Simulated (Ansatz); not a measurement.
## Strength of the C–H bond: C2H6S → C2H5S + H

Species: C2H6S `CSC`, singlet; C2H5S `[CH2]SC`, doublet; H atom, doublet. 

Shapes, held fixed at every level: PBE0-D4/def2-TZVP. Flexible molecules stand in one conformer, not always the lowest. Programs: Ansatz 0.2.0. The zero-point and thermal change to 298 K, harmonic and unscaled (PBE0-D4/def2-TZVP), is -30.4 kJ/mol.

```json
{"level": "HF/def2-SVP", "kind": "Hartree–Fock", "ΔH(298 K) (kJ/mol)": "+305.9", "less CCSD(T)/CBS estimate": "-89.4"}
{"level": "HF/def2-TZVPP", "kind": "Hartree–Fock", "ΔH(298 K) (kJ/mol)": "+300.3", "less CCSD(T)/CBS estimate": "-95.0"}
{"level": "SPW92/def2-TZVPP", "kind": "LDA", "ΔH(298 K) (kJ/mol)": "+410.1", "less CCSD(T)/CBS estimate": "+14.8"}
{"level": "wB97M-V/def2-TZVPP", "kind": "range-separated hybrid", "ΔH(298 K) (kJ/mol)": "+390.6", "less CCSD(T)/CBS estimate": "-4.7"}
{"level": "B2PLYP/def2-TZVPP", "kind": "double hybrid", "ΔH(298 K) (kJ/mol)": "+382.6", "less CCSD(T)/CBS estimate": "-12.7"}
{"level": "MP2/def2-TZVPP", "kind": "perturbation theory", "ΔH(298 K) (kJ/mol)": "+389.6", "less CCSD(T)/CBS estimate": "-5.7"}
{"level": "CCSD(T)/def2-SVP", "kind": "coupled cluster or CI", "ΔH(298 K) (kJ/mol)": "+384.8", "less CCSD(T)/CBS estimate": "-10.5"}
{"level": "CCSD(T)/CBS estimate", "kind": "coupled cluster or CI", "ΔH(298 K) (kJ/mol)": "+395.3", "less CCSD(T)/CBS estimate": "0.0"}
```

The highest level, CCSD(T)/CBS estimate, gives ΔH(298 K) = +395.3 kJ/mol; the levels span +300.3 to +410.1. The column of differences is taken from that level and isn't an error. Hartree–Fock misses the correlation of the pair that is broken and comes out low. No measured value is set beside it here. Open shells run unrestricted unless RO is named. The CBS estimate extrapolates MP2 from def2-TZVPP and def2-QZVPP and adds CCSD(T) − MP2 in the triple-zeta set, cores frozen.
